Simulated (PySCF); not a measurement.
Molecule: `C(C(F)(F)F)[S-]`, [C₂H₂F₃S]-.

Bonds (- single, = double, # triple, : aromatic): F1-C2, C2-F3, C2-F4, C2-C5, C5-S6. C5 carries H7, H8. Formal charges: S6 -1.

Total charge -1.

Frames of a GFN2-xTB Langevin trajectory at 300 K; GIAO PBE0/pcSseg-1 shieldings in PySCF 2.14, gas phase, non-relativistic; equivalent atoms averaged within each frame.

Chemical shifts δ = σref − σ; 19F (σ = 170.95 ppm) vs CFCl3; 13C (σ = 186.93 ppm), 1H (σ = 31.72 ppm) against TMS; 33S (σ = 503.73 ppm) vs CS2, all at this level. The references are static minima.

**Question.** How do the shifts (ppm) fluctuate along the trajectory?

**Answer.** 
| time (fs) | F1/F3/F4 | C2 | C5 | S6 | H7/H8 |
| --- | --- | --- | --- | --- | --- |
| 250 | -70.8 | 146.8 | 42.9 | -182 | 4.09 |
| 425 | -93.3 | 139.1 | 52.7 | -250 | 3.79 |
| 625 | -81.8 | 142.6 | 40.4 | -197 | 3.37 |
| 800 | -69.7 | 145.3 | 49.0 | -241 | 5.11 |
| 1000 | -66.6 | 150.4 | 40.1 | -227 | 3.56 |
| mean of frames | -76.5 | 144.8 | 45.0 | -219 | 3.99 |
| standard deviation | 11.0 | 4.3 | 5.6 | 29 | 0.68 |

5 frames give an uncertainty of the mean of about the standard deviation over 2.2 at best, since frames this close in time may not be independent; classical motion lacks zero-point vibration, and the reference would need the same averaging.
